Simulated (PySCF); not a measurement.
**Chlorine: a sound run and one with changed settings**

Sound run: Cl [Ne] 3s2 3p5, Cl⁺ [Ne] 3s2 3p4. All numbers are calculated (PySCF 2.14, no relativity, point nucleus, in 6-31G* (4s3p1d, 18 functions)). In the sound run the correlated levels freeze [Ne]. The sound run starts from symmetry-adapted Hartree-Fock orbitals and uses a fine grid where one is needed.

Changed run: scalar relativity by spin-free X2C-1e. This setting is unsound on purpose.

```json
{"species": "Cl", "method": "UHF", "sound run (hartree)": "-459.44651", "changed run (hartree)": "-460.69526", "converged": "yes"}
{"species": "Cl", "method": "PBE0", "sound run (hartree)": "-459.96500", "changed run (hartree)": "-461.21324", "converged": "yes"}
{"species": "Cl", "method": "M06-2X", "sound run (hartree)": "-460.09642", "changed run (hartree)": "-461.34497", "converged": "yes"}
{"species": "Cl", "method": "MP2", "sound run (hartree)": "-459.54926", "changed run (hartree)": "-460.79800", "converged": "yes"}
{"species": "Cl", "method": "CCSD(T)", "sound run (hartree)": "-459.56747", "changed run (hartree)": "-460.81617", "converged": "yes"}
{"species": "Cl⁺", "method": "UHF", "sound run (hartree)": "-459.01354", "changed run (hartree)": "-460.26273", "converged": "yes"}
{"species": "Cl⁺", "method": "PBE0", "sound run (hartree)": "-459.48938", "changed run (hartree)": "-460.73809", "converged": "yes"}
{"species": "Cl⁺", "method": "M06-2X", "sound run (hartree)": "-459.61910", "changed run (hartree)": "-460.86801", "converged": "yes"}
{"species": "Cl⁺", "method": "MP2", "sound run (hartree)": "-459.09745", "changed run (hartree)": "-460.34663", "converged": "yes"}
{"species": "Cl⁺", "method": "CCSD(T)", "sound run (hartree)": "-459.11733", "changed run (hartree)": "-460.36644", "converged": "yes"}
```

Ionisation energy of Cl:

```tsv
method	sound run (eV)	changed run (eV)
UHF	11.782	11.770
PBE0	12.942	12.929
M06-2X	12.989	12.979
MP2	12.294	12.283
SCS-MP2	12.276	12.264
CCSD	12.239	12.228
CCSD(T)	12.249	12.238
```

Most of the change in total energy is the relativistic energy itself. On top of that the contraction fixes the core shape for the Hamiltonian it was made with, so the changed run is not a good calculation with the other Hamiltonian either.

For comparison, NIST gives 12.968 eV between the lowest levels.
